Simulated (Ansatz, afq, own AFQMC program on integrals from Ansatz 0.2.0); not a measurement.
## GeH4⁺, doublet: AFQMC among the cluster methods

```xyz
5

Ge    0.0000    0.0000    0.0000
H     0.5613    1.0339    1.0326
H    -0.5699   -1.0297    1.0321
H    -0.5592    1.0308   -1.0368
H     0.5678   -1.0351   -1.0279
```

Basis cc-pVDZ. Noble-gas cores (and the filled d shells of Ga–Kr and In–Xe) are frozen. AFQMC by an in-house program on the Cholesky factors that Ansatz 0.2.0 writes for its CCSD(T) run. ph-AFQMC/CISD is guided by a CISD state made of CCSD amplitudes; releasing the constraint for a short imaginary time cuts its bias at the price of noise, slowly where states lie close. ± is one standard error of the sampling. No spin–orbit coupling.

Determinant: UHF, the one that the program's search chose, which needn't be the lowest solution. The geometry is a point of a scan.

No full CI on the walks' own integrals is used here; CCSDT(Q) serves as the reference and is uncertain by about the last step of the cluster series.

Cautions: no relativity below Rb; no spin-orbit coupling; inner d shell frozen.

```
T1 diagnostic                               : 0.0237
weight of the determinant in the CISD state : 0.903
⟨S²⟩ of the determinant                     : 0.794
size of the correlated space                : 7 electrons in 33 orbitals
```

Reference: CCSDT(Q), correlation energy -3.677 eV. The released energy is read at 2.40 1/Eh (meV from the phaseless value at times in 1/Eh: 2 ± 5 at 0.24, -2 ± 5 at 0.51, -11 ± 6 at 0.99, -16 ± 7 at 1.62, 2 ± 7 at 2.40).

| level | E − E(reference) (mEh) | share of correlation (%) |
| --- | --- | --- |
| HF | 135.12 | 0.00 |
| MP2 | 36.81 | 72.76 |
| CCSD | 4.28 | 96.83 |
| CCSD(T) | 1.09 | 99.19 |
| CCSDT | 0.10 | 99.93 |
| ph-AFQMC/HF | 4.29 ± 1.15 | 96.82 |
| ph-AFQMC/CISD | 0.45 ± 0.23 | 99.67 |
| released AFQMC | 0.52 ± 0.24 | 99.62 |

A walk keeps the symmetry of its determinant, which the program's search chose and which needn't be the lowest solution, so a lower state of the same spin and another symmetry isn't excluded. Released energies are given only where the last usable release times agree within the noise; a slower fall can still hide under it.
